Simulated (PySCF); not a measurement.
**Working out the ionisation energy of Ar**

Ar [Ar] (1S) → Ar⁺ [Ne] 3s2 3p5 (2P). All numbers are calculated (PySCF 2.14, no relativity, point nucleus, in cc-pV(T+d)Z (5s4p3d1f, 39 functions)). Frozen: [Ne]. Energies in hartree (1 hartree = 27.21139 eV):

```csv
part,Ar (lower),Ar⁺ (upper)
UHF,-526.813134,-526.277651
CCSD correlation,-0.225482,-0.191366
(T),-0.006843,-0.005333
```

Problem. What does Hartree-Fock give?

Solution. (-526.277651) − (-526.813134) = 0.535483 hartree = 14.571 eV.

Problem. What do CCSD and CCSD(T) give?

Solution. The CCSD correlation energies differ by 0.034116 hartree = 0.928 eV and the triples by 0.001510 hartree = 0.041 eV, so CCSD gives 15.499 eV and CCSD(T) 15.540 eV.

Measured between the centres of the two terms (NIST): 15.819 eV, so CCSD(T) (valence) is off by -0.279 eV.

What remains against the reference includes basis incompleteness, the frozen core and higher excitations.
